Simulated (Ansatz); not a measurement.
Consider a test of scalar relativity of NSi (Ansatz 0.2.0, Python API).

`x2c_nsi.py`:
```python
"""Scalar relativity in NSi."""

import warnings

import ansatz as az
import numpy as np

warnings.simplefilter("ignore", az.DeckWarning)

geometry_ang = [
    ("Si", (0.0, 0.0, 0.0)),
    ("N", (0.0, 0.0, 1.77)),
]
mol = az.Crystal.molecule()
for symbol, xyz in geometry_ang:
    mol = mol.atom(symbol, xyz)

model = mol.calculation()
model = model.functional("hf")
model = model.spin("collinear", total=1)
model = model.forces()
# a set contracted for a scalar-relativistic Hamiltonian goes with the relativistic run
sets = {"none": "cc-pVTZ", "scalar": "cc-pVTZ-DK"}
found = {kind: model.basis(gaussian=basis).pseudopotentials(relativity=kind).run(threads=1, backend="cpu").report for kind, basis in sets.items()}
for kind, each in found.items():
    dipole = 4.803205 * np.linalg.norm(each["charge_distribution"]["dipole_moment_e_ang"])
    print(f"{kind:7s} E = {each['free_energy_ev']:.4f} eV  dipole {dipole:.3f} D  largest force component {np.abs(each['forces_ev_ang']).max():.4f} eV/A")
print(f"relativity lowers the total energy by {found['none']['free_energy_ev'] - found['scalar']['free_energy_ev']:.3f} eV")
```

What does scalar relativity change in the total energy and in the dipole?

The total moves by -17.2 eV, nearly all in the cores, and the dipole from 1.96 to 1.97 D.

The output:

```console
$ python x2c_nsi.py
none    E = -9341.8874 eV  dipole 1.963 D  largest force component 1.5544 eV/A
scalar  E = -9359.0732 eV  dipole 1.973 D  largest force component 1.5488 eV/A
relativity lowers the total energy by 17.186 eV
```

Reading the output:
- Total energies depend on the basis set; only differences at equal settings carry meaning.
- The geometry is a force-field or estimated start, not a minimum of this method. The basis set changes with the Hamiltonian (a set recontracted for scalar relativity), and most of the change in the total lies in the cores.
- The species is open-shell (spin multiplicity 2).
- The expectation value of S² is noticeably off S(S+1) in at least one run, so that state is spin-contaminated.
- The spin state was assumed, and another may lie lower.
- Run time: 6.2 s on 1 thread of Arm Neoverse V2 (shared host), peak memory 0.2 GiB.
